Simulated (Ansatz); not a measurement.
# B2H2O: composite energy at a relaxed geometry in Python

The task is a composite energy at a relaxed geometry, for B2H2O.

Program: Ansatz 0.2.0, driven from Python. The levels of theory stand in the script. These are calculated values, not measurements.

### 1 The structure

Bond lengths: B1–B2 1.674 Å, B1–O3 1.350 Å, B2–O3 1.447 Å, B1–H4 1.188 Å, B2–H5 1.187 Å. Angles: B1–B2–O3 50.6°, B1–B2–H5 136.3°, O3–B2–H5 152.0°, B2–B1–O3 56.0°, B2–B1–H4 131.3°, O3–B1–H4 153.6°, B1–O3–B2 73.4°.

The script holds or builds the structure itself.

### 2 The script

Contents of composite_b2h2o.py:

```python
"""Relax B2H2O cheaply, then refine its energy."""

import ansatz as az
import numpy as np


def main() -> None:
    geometry_ang = [
        ("B", [-0.7571, -0.3932, -0.0959]),
        ("B", [0.6456, 0.3301, 0.4626]),
        ("O", [0.2373, -1.0569, 0.5304]),
        ("H", [-1.4482, -0.145, -1.0301]),
        ("H", [1.3724, 1.1915, 0.0915]),
    ]
    molecule = az.Crystal.molecule()
    for symbol, xyz in geometry_ang:
        molecule = molecule.atom(symbol, xyz)

    calculation = molecule.calculation()
    calculation = calculation.basis(gaussian="def2-SVP")
    calculation = calculation.functional("PBE0")
    symbols = [site.symbol for site in molecule.cartesian_sites]
    start = np.array([site.position_ang for site in molecule.cartesian_sites], dtype=float)
    rep = calculation.relax(force_tolerance=0.01, max_steps=100).run(threads=1).report
    end = np.array(rep["positions_ang"])
    print("final positions (A) and the move of each atom")
    for symbol, xyz, old in zip(symbols, end, start):
        print(f"{symbol:2s} {xyz[0]:10.5f} {xyz[1]:10.5f} {xyz[2]:10.5f}   {np.linalg.norm(xyz - old):7.4f}")

    minimum = az.Crystal.molecule()
    for symbol, place in zip(symbols, end):
        minimum = minimum.atom(symbol, place.tolist())
    at_minimum = minimum.calculation()
    # MP2 extrapolated to the basis limit, plus the small-basis difference CCSD(T) - MP2
    level = lambda method, basis: at_minimum.basis(gaussian=basis).correlation(method).run(threads=1).report
    small, large, cluster = level("mp2", "cc-pVDZ"), level("mp2", "cc-pVTZ"), level("ccsd_t", "cc-pVDZ")
    corr = lambda each: (each["free_energy_ev"] - each["reference_energy_ev"]) / 27.211386246
    mp2_limit = (27 * corr(large) - 8 * corr(small)) / 19
    pieces = {"HF / cc-pVTZ": large["reference_energy_ev"] / 27.211386246, "MP2 correlation, DZ-TZ limit": mp2_limit, "CCSD(T) - MP2 / cc-pVDZ": corr(cluster) - corr(small)}
    for name, value in pieces.items():
        print(f"{name:32s} {value:14.6f} Ha")
    print(f"{'sum':32s} {sum(pieces.values()):14.6f} Ha")
    print("T1 diagnostic", round(cluster["correlation"]["coupled_cluster"]["t1_diagnostic"], 4))


if __name__ == "__main__":
    main()
```

### 3 The input behind the calls

The package turns the script's settings into the engine's input (first run):

```yaml
crystal:
  periodic: [false, false, false]
  atoms:
    - { symbol: B, position_ang: [-0.7571, -0.3932, -0.0959] }
    - { symbol: B, position_ang: [0.6456, 0.3301, 0.4626] }
    - { symbol: O, position_ang: [0.2373, -1.0569, 0.5304] }
    - { symbol: H, position_ang: [-1.4482, -0.145, -1.0301] }
    - { symbol: H, position_ang: [1.3724, 1.1915, 0.0915] }
basis:
  gaussian:
    orbitals: def2-SVP
hamiltonian:
  xc: pbe0
relax:
  f_tol: 0.01
  max_steps: 100
```

### 4 The run

Started as:

```bash
$ python composite_b2h2o.py
```

Q: Predict the main results. Wanted: T1 diagnostic; composite energy.

The runs gave:

| quantity | value |
| --- | --- |
| T1 diagnostic | 0.0162 |
| composite energy | -125.933986 Ha |
| runs compared | 3 |

In words: All 3 runs converged, in 11 to 16 cycles. A T1 diagnostic under about 0.02 supports a single-reference treatment, as here. Run 0: After 6 moves the largest shift is 0.558 Å, of atom 4 (H). The sum leaves out core correlation, relativity, the Hartree-Fock basis error and zero-point energy; a DZ-TZ extrapolation is rough. Inner cores stay frozen, so this is valence correlation. An extrapolation from small basis sets is rough.
